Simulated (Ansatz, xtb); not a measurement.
A geometry optimisation of H2Si3 with r2SCAN-D4/def2-SVP

The starting geometry of this gas-phase singlet has its atoms placed at random.

```json
{"atom": "Si", "x (Å)": "-0.7088", "y (Å)": "0.7841", "z (Å)": "0.6296"}
{"atom": "Si", "x (Å)": "1.3470", "y (Å)": "-0.6475", "z (Å)": "-0.3135"}
{"atom": "Si", "x (Å)": "0.0857", "y (Å)": "-0.0139", "z (Å)": "-1.8665"}
{"atom": "H", "x (Å)": "-1.5378", "y (Å)": "-0.8659", "z (Å)": "-0.0734"}
{"atom": "H", "x (Å)": "-0.6169", "y (Å)": "-0.8948", "z (Å)": "1.6330"}
```

**Question.** Guess where an optimisation with r2SCAN-D4/def2-SVP ends from this start.

**Answer.** It ends as a structure with H4 bridging Si1 and Si3, H5 bridging Si1 and Si2, given below by its coordinates. Contacts that close: Si1–Si2 (2.68 → 2.41 Å), Si1–Si3 (2.74 → 2.41 Å), Si2–H5 (2.78 → 1.60 Å), Si3–H4 (2.56 → 1.60 Å).

The energy falls by 3.94 eV over 12 steps:

```
step  E − E(last) (eV)
   1             3.941
   2             2.173
   3             1.298
   5             0.691
   6             0.403
   7             0.279
   8             0.105
  10             0.000
  11             0.000
  12             0.000
```

Final geometry (Å):

```xyz
5

Si   -1.0947   -0.0902    0.7166
Si    1.1802   -0.7121    0.2021
Si   -0.2506   -0.3836   -1.5258
H    -1.6923    0.0173   -0.9712
H     0.4267   -0.4695    1.5876
```

From the same start GFN2-xTB ends elsewhere, differing in Si1–Si3 (4.32 against 2.41 Å here), Si1–H4 (2.51 against 1.79 Å here), Si2–H5 (2.96 against 1.60 Å here), Si3–H4 (2.85 against 1.60 Å here).

From so rough a start the end depends on the optimiser's path, so another program may land elsewhere. The end wasn't checked by frequencies. Run with Ansatz 0.2.0, 12 s on 1 thread of Intel(R) Xeon(R) 6975P-C (Granite Rapids), with other jobs on the host.
